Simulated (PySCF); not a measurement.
# Oxygen: a sound run and one with changed settings

Sound run: O [He] 2s2 2p4, O⁺ [He] 2s2 2p3. Computed with PySCF 2.14 in 6-31G* (3s2p1d, 14 functions), with the non-relativistic Hamiltonian (point nucleus). In the sound run the correlated levels freeze 1s2. The sound run starts from symmetry-adapted Hartree-Fock orbitals and uses a fine grid where one is needed.

Changed run: basis STO-3G. This setting is unsound on purpose.

```tsv
species	method	sound run (hartree)	changed run (hartree)	converged
O	UHF	-74.78318	-73.80415	yes
O	BP86	-75.04889	-74.02488	yes
O	B3LYP	-75.05940	-74.03485	yes
O	MP2	-74.87816	-73.80415	yes
O⁺	UHF	-74.34108	-73.44358	yes
O⁺	BP86	-74.53183	-73.59914	yes
O⁺	B3LYP	-74.54503	-73.60827	yes
O⁺	MP2	-74.40172	-73.44358	yes
```

Ionisation energy of O:

| method | sound run (eV) | changed run (eV) |
| --- | --- | --- |
| UHF | 12.030 | 9.812 |
| BP86 | 14.070 | 11.585 |
| B3LYP | 13.997 | 11.608 |
| MP2 | 12.965 | 9.812 |
| SCS-MP2 | 12.965 | 9.812 |

A minimal basis cannot let orbitals breathe on ionisation and holds almost no correlation.

For comparison, NIST gives 13.618 eV between the lowest levels.
